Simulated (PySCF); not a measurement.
Compound: 5-methylisoxazole, C4H5NO.
Atom-mapped SMILES: `[CH3:1][c:2]1[cH:3][cH:4][n:5][o:6]1` (hydrogens: H7, H8, H9 on C1; H10 on C3; H11 on C4)

The closed-shell ground state was solved at several levels (PySCF, density fitting, gas phase, non-relativistic). Geometry: GFN2-xTB; no solvent, vibrations or thermal averaging.

| level | basis functions | HOMO (eV) | LUMO (eV) | gap (eV) | dipole (D) |
| --- | --- | --- | --- | --- | --- |
| CAM-B3LYP/def2-SVPD | 163 | -8.75 | 0.78 | 9.53 | 3.37 |
| PBE0/pcSseg-1 | 127 | -7.42 | -0.25 | 7.17 | 3.29 |

Q: Estimate the row for B3LYP/pcJ-1, a basis of 212 functions; the other rows only guide the guess.

A: HOMO -7.19 eV, LUMO -0.48 eV, gap 6.71 eV, dipole 3.27 D.

Q: Over all these levels, which gives the widest orbital gap and which the narrowest?

A: CAM-B3LYP/def2-SVPD (range-separated hybrid) has the widest, 9.53 eV, and B3LYP/pcJ-1 (global hybrid, 20 % exact exchange) the narrowest, 6.71 eV. Functional and basis both differ between the two, so the spread mixes both effects.

Q: How far do the dipole and the HOMO energy spread over the levels?

A: The dipole runs from 3.27 to 3.37 D (mean 3.31 D) and the HOMO from -8.75 to -7.19 eV.
